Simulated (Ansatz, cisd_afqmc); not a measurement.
Species: C₂H₂, charge 0, singlet. C2H2 (SMILES C#C).
B3LYP-D3(BJ)/def2-TZVP minimum from Ansatz (a program for electronic structure):
```xyz
4

C      0.0000     0.0000    -0.5984
C      0.0000     0.0000     0.5984
H      0.0000     0.0000     1.6611
H      0.0000     0.0000    -1.6611
```

Total energies in cc-pVTZ, 10 correlated electrons, 2 frozen orbitals. Radicals and triplets start from unrestricted determinants; spin-orbit coupling is neglected. Correlated methods leave the cores frozen. No relativity. AFQMC is phaseless with a CISD trial state; ± is one standard error, without the phaseless bias. Outlying blocks are dropped, and bars are widened where a walk drifts. Over all cases where full CI ran beside it in this data, AFQMC minus full CI had a median of +0.1 mEh and passed +0.4 mEh in a tenth of the cases.

```csv
method,program,energy (Eh),minus CCSDT(Q) (mEh)
HF,Ansatz,-76.84990,338.66
MP2,Ansatz,-77.15880,29.76
CCSD,Ansatz,-77.17110,17.46
CCSD(T),Ansatz,-77.18733,1.23
CCSDT(Q),Ansatz,-77.18856,0.00
AFQMC/CISD,cisd_afqmc,-77.1882 ± 0.0004,0.3 ± 0.4
```

Rough core times of Ansatz's runs on a shared machine: CCSD(T) under 20 s, CCSDT(Q) 60 s.
